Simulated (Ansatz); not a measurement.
The input, for Ansatz 0.2.0:

```yaml
crystal:
  periodic: [false, false, false]
  atoms:
    - {symbol: Si, position_ang: [0.000000, 0.000000, 0.000000]}
    - {symbol: P, position_ang: [0.000000, 0.000000, 2.233000]}
basis:
  gaussian: {orbitals: 6-31G}
total_charge: 1
correlation: {active_space: {window: {electrons: 4, orbitals: 5}, fixed_orbitals: true, states: [{multiplicity: 1, weights: [0.5, 0.5, 0.5, 1]}]}}
output: {forces: true}
```

```sh
$ ansatz run in.yaml --threads 1 --pin off --events-out ev --progress --plain --max-ram 2393MiB
```

The program prints:

```
495 factors; integrals over basis functions are off by at most 3.4e-8 eV
mean field evaluation 1: about -17115.3551 eV, gradient 2.7e1 eV
mean field evaluation 2: about -17115.3582 eV, gradient 2.7e1 eV
mean field evaluation 4: about -17119.0837 eV, gradient 2.1e0 eV
mean field evaluation 8: about -17119.1236 eV, gradient 1.8e-3 eV
mean field evaluation 16: about -17120.9356 eV, gradient 5.3e-1 eV
mean field evaluation 32: about -17120.1979 eV, gradient 1.1e1 eV
mean field evaluation 64: about -17101.9417 eV, gradient 1.6e1 eV
mean field evaluation 96: about -17119.1236 eV, gradient 1.4e-4 eV
mean field -17120.94214470 eV, -629.1830188265 hartree, gradient 2.5e-6 eV, S^2 0.000000; 11 other end points of the search recorded, 0 dependent functions left out
reference -17120.94214470 eV, -629.1830188265 hartree; 14, 14 occupied and 12, 12 virtual orbitals, 495 factors
state -17121.55727810 eV, -629.2056245618 hartree
state -17121.54141246 eV, -629.2050415102 hartree
state -17121.37923050 eV, -629.1990814331 hartree
state -17121.20328632 eV, -629.1926156040 hartree
the calculation of the forces begins
Total energy: -17121.37689874 eV, -629.1989957426 hartree
Atom 0 at     0.000000     0.000000     0.000000 Å, force     0.000000    -0.000000    -0.594277 eV/Å
Atom 1 at     0.000000     0.000000     2.233000 Å, force    -0.000000     0.000000     0.594277 eV/Å
Dipole moment:    -0.000000    -0.000000    -0.429642 e Å
```

Natural occupations, averaged over the states: 1.3937 1.2239 1.2220 0.0901 0.0702.

The total printed last is the weighted mean of the 4 states, 0.180 eV above the lowest of them, and is no single state's energy.

Forces (eV/Å):
```
Si   0.000  0.000 -0.594
P    0.000  0.000  0.594
```

Ran on 1 thread of Arm Neoverse V1, shared host: 1 s wall, 0.07 GiB peak host memory.
